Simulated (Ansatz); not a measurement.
CH₂⁺, doublet: stretch scan

Starting geometry (PBE0/def2-TZVP stationary point for this spin, not checked as a minimum):

```xyz
3

C     0.0000    0.0000    0.0000
H     0.0000    0.0000   -1.0935
H     0.0000    0.0000    1.0935
```

From there H2 moves along the line of the two atoms named below, all else staying in place; atoms are numbered as listed. Energies are in eV, counted from the starting geometry at the same level.

Basis aug-cc-pVDZ; Ansatz 0.2.0. Correlated methods freeze the noble-gas cores. Prefix R: restricted or restricted open-shell reference. Active spaces: valence = (5e, 6o) chosen from the atoms' valence shells.

Runs in a small pair space aren't shown, since their orbitals change along the scan. A value is left out where its run failed or describes another state than the reference as far as symmetry and spin tell, or, spin-broken singlets apart, can't be checked.

Full CI is exact within this basis and frozen core; it isn't the basis-set limit.

```csv
distance C1-H2 (Å),full CI,curve A,curve B,curve C,curve D
0.892,1.195,1.267,1.153,1.193,1.166
0.981,0.333,0.402,0.308,0.331,0.309
1.093,0.000,0.000,0.000,0.000,0.000
1.182,0.085,0.145,0.107,0.086,0.054
1.302,0.458,0.514,0.514,0.461,0.413
1.487,1.273,1.323,1.389,1.279,1.205
1.725,2.362,2.407,2.565,2.373,2.268
2.008,3.455,3.495,3.770,3.473,3.326
2.416,4.546,–,–,–,–
2.957,4.465,4.426,4.733,4.468,3.892
3.796,4.458,4.414,4.718,4.460,3.873
```

(1) The curves come from CASSCF (valence space), NEVPT2 (valence space), RCCSD(T), RMP2. Compare each with full CI and say which is which.

Results:

(1) A: NEVPT2 (valence space), B: RMP2, C: RCCSD(T), D: CASSCF (valence space). Spread of the error against full CI, over the points where both stand: A 0.115, B 0.357, C 0.020, D 0.584 eV. CASSCF lacks dynamic correlation, of which the bound molecule has more, so its curve rises 0.584 eV too little out to 3.796 Å.
